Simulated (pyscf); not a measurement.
# Four-centre exchange: H₂N–AlH₂ + ammonia (NH₃) → H₂N–AlH₂ + ammonia (NH₃)

Gas phase, singlet surface, charge 0. Bonds broken: Al2–H5, N7–H8. Bonds formed: Al2–H8, H5–N7. Structures and frequencies: ωB97X-D3(BJ)/def2-SVP in PySCF. MP2 and CC: frozen core, UHF for open shells. ΔMP2 is the change of the MP2 total energy from the triple- to the quadruple-zeta basis.

Transition state (Å):

```xyz
10

N     -2.3320    -0.7673    -0.0668
Al    -1.1928     0.5691    -0.2215
H     -2.0999    -1.7522     0.0033
H     -3.3395    -0.6495    -0.0361
H      0.5487     0.3163     1.3262
H     -1.5889     2.0827    -0.3430
N      0.5925     0.1475    -0.2430
H      0.4523     0.0197    -1.8163
H      1.3288     0.8427    -0.3343
H      0.9743    -0.7910    -0.1685
```

One imaginary mode, 1391i cm⁻¹; descent along it reached the two sides named, in the forms told below.

```tsv
bond	change	reactant side (Å)	saddle	product side
Al2–H5	breaks	1.607	2.344	2.6
N7–H8	breaks	1.022	1.585	2.8
Al2–H8	forms	2.6	2.356	1.607
H5–N7	forms	2.8	1.579	1.022
```

Electronic energies relative to the separated reactants (kcal/mol):

```json
[
 {"level": "ωB97X-D3(BJ)/def2-TZVP", "barrier": "84.3", "reaction energy": "0.0", "reverse barrier": "84.3"},
 {"level": "PBE/def2-TZVP", "barrier": "68.7", "reaction energy": "0.0", "reverse barrier": "68.7"},
 {"level": "r²SCAN/def2-TZVP", "barrier": "71.8", "reaction energy": "0.0", "reverse barrier": "71.8"},
 {"level": "B3LYP-D3(BJ)/def2-TZVP", "barrier": "75.1", "reaction energy": "0.0", "reverse barrier": "75.1"},
 {"level": "PBE0-D3(BJ)/def2-TZVP", "barrier": "76.1", "reaction energy": "0.0", "reverse barrier": "76.1"},
 {"level": "M06-2X/def2-TZVP", "barrier": "80.1", "reaction energy": "0.0", "reverse barrier": "80.1"},
 {"level": "ωB97M-D3(BJ)/def2-TZVP", "barrier": "81.7", "reaction energy": "0.0", "reverse barrier": "81.7"},
 {"level": "HF/def2-TZVP", "barrier": "106.4", "reaction energy": "0.0", "reverse barrier": "106.4"},
 {"level": "MP2/def2-QZVPP", "barrier": "82.4", "reaction energy": "0.0", "reverse barrier": "82.4"},
 {"level": "CCSD/def2-TZVPP", "barrier": "84.6", "reaction energy": "0.0", "reverse barrier": "84.6"},
 {"level": "CCSD(T)/def2-TZVPP", "barrier": "78.9", "reaction energy": "0.0", "reverse barrier": "78.9"},
 {"level": "CCSD(T)/def2-TZVPP + ΔMP2(QZVPP)", "barrier": "78.2", "reaction energy": "0.0", "reverse barrier": "78.2"}
]
```

With CCSD(T)/def2-TZVPP + ΔMP2(QZVPP) energies and thermal terms (ideal gas, 1 atm, RRHO with modes under 100 cm⁻¹ raised to 100, one conformer, R ln 2 for rigid chiral ones), in kcal/mol:

```json
[
 {"T (K)": "298", "ΔH‡": "74.3", "ΔG‡": "83.9", "ΔH": "0.0", "ΔG": "0.0"},
 {"T (K)": "600", "ΔH‡": "75.1", "ΔG‡": "93.5", "ΔH": "0.0", "ΔG": "0.0"},
 {"T (K)": "900", "ΔH‡": "76.3", "ΔG‡": "102.5", "ΔH": "0.0", "ΔG": "0.0"},
 {"T (K)": "1200", "ΔH‡": "77.4", "ΔG‡": "111.0", "ΔH": "0.0", "ΔG": "0.0"}
]
```

On the reactant side the descent ends in an adduct with a Al–N contact (not fully relaxed), 25.9 kcal/mol under the separated species and 110.2 kcal/mol under the saddle at ωB97X-D3(BJ)/def2-TZVP. On the product side the descent ends in an adduct with a Al–N contact, 25.9 kcal/mol under the separated species and 110.2 kcal/mol under the saddle at ωB97X-D3(BJ)/def2-TZVP. The same reactants have a lower exit, to H₂N–AlH–NH₂ + H₂ (barrier +7.1 kcal/mol at ωB97M-D3(BJ), against +81.7 kcal/mol here). One saddle was located; it need not be the lowest between these sides. One closed-shell reference is unstable to symmetry breaking; treat the single-reference values with care. The CCSD(T) − MP2 part came from Ansatz, without density fitting, on the same reference.
